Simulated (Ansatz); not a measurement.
`FCSS` + H₂ → `CSS` + H–F  (hydrogenolysis of a C–F bond)

Calculated with Ansatz (gas phase, PBE0-D4/def2-TZVP geometries, no zero-point term in ΔE). CBS: MP2 limit from def2 TZ/QZ plus the TZ coupled-cluster correction, frozen cores. This one scheme is used for every species. DFT in def2-TZVPP. Each species was taken in one conformer, which may not be the lowest.

`FCSS`:

```xyz
7

F    -0.436   -0.782   -1.370
C     0.088    0.386   -0.874
S     1.103    0.129    0.577
S    -0.285   -0.148    2.048
H     0.750    0.823   -1.629
H    -0.735    1.062   -0.638
H    -0.484   -1.470    1.885
```

H₂:

Cartesian coordinates in Å:
```
H 0.237 0.203 0.204
H -0.237 -0.203 -0.204
```

`CSS`:

```xyz
7

C     0.871   -0.038   -0.425
S    -0.662   -0.979   -0.308
S    -1.990    0.395    0.396
H     1.226    0.258    0.562
H     0.739    0.838   -1.059
H     1.602   -0.709   -0.884
H    -1.786    0.236    1.719
```

H–F:

```xyz
2

F    -0.025   -0.393   -0.238
H     0.025    0.393    0.238
```

```
         level  ΔE (kJ/mol)
      PBE-QIDH       -108.3
MP2/def2-QZVPP       -112.5
```

Q: What does CCSD(T)/CBS give? (An estimate is asked.)

A: Ansatz gave: -108.0 kJ/mol. The listed levels differ from it by -0.3, -4.5 kJ/mol.

Largest T1 diagnostic among the species: 0.012.

From r2SCAN to r2SCAN0 (25 % exact exchange), in def2-TZVPP and without D4, ΔE moves by −8.7 kJ/mol. Leaving LDA and LC-ωPBE aside and taking each functional with its dispersion term where it has one, the values, not all of them listed here, spread over 22.2 kJ/mol, from PBE-QIDH to BLYP-D4. At CCSD(T), def2-SVP lies +12.7 kJ/mol from the extrapolated value and def2-TZVPP +2.9 kJ/mol.
